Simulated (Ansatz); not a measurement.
Ideal-gas functions of C2H3O2, SMILES `CO[C]=O` radical at 600 K and 1 bar, from an Ansatz frequency run at PBE0-D4/def2-TZVP.

Molar mass 59.04 g/mol, point group Cs (symmetry number 1), electronic degeneracy 2, moments of inertia 21.705, 74.146, 92.64 u Å². Harmonic wavenumbers (cm⁻¹, unscaled): 107, 274, 388, 767, 929, 1154, 1167, 1206, 1451, 1478, 1484, 1883, 3075, 3164, 3197.

Use S(trans) = R[1.5 ln M + 2.5 ln T − 1.1517]; rotational temperatures θ = 24.2544 K / I; S(rot) = R[ln(√π/σ · √(T³/θAθBθC)) + 1.5]; for each mode x = 1.438777 ν̃/T, S = R[x/(eˣ − 1) − ln(1 − e⁻ˣ)] and H = RT x/(eˣ − 1); 1 cm⁻¹ = 0.0119627 kJ/mol; R = 8.31446 J/(mol·K).

Task: By hand: the entropy, in J/(mol·K).

Result: Translation 174.3. Rotation: θ = 1.1175, 0.3271, 0.2618 K, giving 106.8. Vibration, mode by mode: 19.65, 11.95, 9.21, 4.33, 3.19, 2.08, 2.03, 1.89, 1.18, 1.12, 1.11, 0.51, 0.04, 0.04, 0.03, in all 58.4. Electronic 5.8. Sum 345.3 J/(mol·K).

Task: By hand: H − E and G − E in kJ/mol, counted from the electronic energy.

Result: Zero-point energy ½ × 21724 × 0.0119627 = 129.9; thermal vibration 18.6; translation, rotation and pV give 4 RT = 20.0. H − E = 168.5 kJ/mol, and G − E = 168.5 − 600 × 345.3/1000 = -38.7 kJ/mol.

Vibration gives 17 % of the entropy, 19.6 J/(mol·K) of it from the mode under 150 cm⁻¹: soft modes count most, and the harmonic formula is weakest for them. The sum counts one conformer and one mirror image; others add a mixing term.
